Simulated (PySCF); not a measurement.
**Molecular orbitals of N₂⁺**

PW91 at R = 1.104 Å; PySCF, no relativity, basis sets N pcseg-2. State: ²Σg⁺ (doublet), unpaired electrons σ ↑. Only the outer orbitals are listed.

```tsv
spin	orbital	occ.	ε (eV)	main shells (%)
α	σg	1	-40.18	73 s, 26 p
α	σu	1	-25.74	76 s, 24 p
α	σg	1	-22.88	69 p, 31 s
α	πu	1	-22.86	98 p
α	πu	1	-22.86	98 p
α	πg	0	-13.31	98 p
α	πg	0	-13.31	98 p
α	σg	0	-3.12	96 s
β	σg	1	-39.57	73 s, 26 p
β	σu	1	-24.06	79 s, 20 p
β	πu	1	-22.53	97 p
β	πu	1	-22.53	97 p
β	σg	0	-20.68	67 p, 32 s
β	πg	0	-12.70	98 p
β	πg	0	-12.70	98 p
```

Task: Which are the highest filled and the lowest empty level, where do they sit, and how wide is the gap?

Result: Highest filled β πu at -22.53 eV (in %: 97 p); lowest empty β σg at -20.68 eV (in %: 67 p, 32 s); the gap at PW91 is 1.85 eV.

```
bond order (Mayer) : 3.14
⟨S²⟩               : 0.752
```

The state is the lowest determinant that a PBE0 search found; another state may lie lower at other levels.
